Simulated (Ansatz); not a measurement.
We consider α-N2, described by r²SCAN-D4 (Ansatz, a first-principles code, PAW).

Settings: plane-wave cutoff 560 eV, 6×6×6 k mesh, Fermi–Dirac smearing 0.01 eV, scalar-relativistic PAW data made under PBE.

Computed at the level's own relaxed cell.

Give the computed lattice constant a, bulk modulus B0, smallest direct gap on the k points sampled, volume per atom and band gap.


lattice constant a: 5.601 Å
bulk modulus B0: 2.38 GPa
smallest direct gap on the k points sampled: 8.16 eV
volume per atom: 21.97 Å³/atom
band gap: 8.13 eV (indirect)

Measured, for comparison: lattice constant a 5.644 Å (4 K, zero-point motion not removed, our sources range from 5.644 to 5.667; as tabulated in Wyckoff, Crystal Structures 1 (1963), as in the American Mineralogist Crystal …); equilibrium volume per atom 22.47 Å³/atom (4 K, zero-point motion not removed; as tabulated in Wyckoff, Crystal Structures 1 (1963), as in the American Mineralogist Crystal …). Computed (rounded) less measured: lattice constant a -0.8 % (-0.8 % to -1.2 % over the range), equilibrium volume per atom -2.2 %.

Note: the bulk modulus comes from volumes at which shape and atoms were relaxed.

The computed numbers hold no vibrational or temperature effects.
